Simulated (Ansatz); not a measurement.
**A barrier at the coupled-cluster level**

Start structure (SiH6SO, singlet), relaxed at PBE0-D4/def2-TZVP:

```tsv
atom	x (Å)	y (Å)	z (Å)
Si1	0.8367	1.0690	0.1605
S2	1.5389	-0.6551	1.1900
H3	0.7389	0.8511	-1.3071
H4	-0.4915	1.5204	0.6532
H5	1.8366	2.1338	0.4244
H6	-1.3797	-1.2893	-1.3673
O7	-1.4041	-1.3777	-0.4115
H8	0.4857	-1.3899	0.7812
H9	-2.1614	-0.8624	-0.1236
```

The step: SiH₄S ([SiH3][SH]) + H₂O → SiH₄O ([OH][SiH3]) + H₂S; bonds formed: Si1–O7, S2–H6; bonds broken: Si1–S2, H6–O7. Ansatz 0.2.0; basis: def2-TZVPP and def2-QZVPP; cores frozen in the correlated methods. Extrapolation: Hartree–Fock as exp(−7.88 √X), correlation as X^−2.97. Energies below are by CCSD(T) at an estimated basis limit (MP2 extrapolated from triple and quadruple zeta, plus CCSD(T) − MP2 in triple zeta).

What are the electronic barrier and the energy of the step, from the start structure to the end structure? (To be estimated.)

Computed: Barrier 27.98 kcal/mol; step energy -5.57 kcal/mol (downhill); reverse barrier, their difference, 33.54 kcal/mol. Barrier and step energy count from the start structure, the reverse barrier from the end structure.

The saddle point: One imaginary mode of 261i cm⁻¹.
```
  pair  start (Å)  saddle (Å)  end (Å)
Si1–O7       3.37        1.85     1.66
 S2–H6       3.93        1.88     1.35
Si1–S2       2.13        2.51     4.51
 H6–O7       0.96        1.05     2.17
```

Zero-point energy (harmonic, PBE0-D4): ZPE is 36.07 kcal/mol at the start and 35.91 kcal/mol at the saddle, so the barrier goes from 27.98 to 27.82 kcal/mol.

T1 diagnostic: at most 0.012.

Labels in which every atom is bracketed show which atoms are joined, not bond orders.

For scale, one of the runs: CCSD(T)/def2-TZVPP, 199 basis functions, launched by `ansatz run in.yaml --threads 2 --pin off --events-out ev --progress --plain --max-ram 4352MiB`. Hardware: 2 CPU threads of an Arm Neoverse V2, shared host. Wall time 51 s; peak host memory 2.3 GiB.
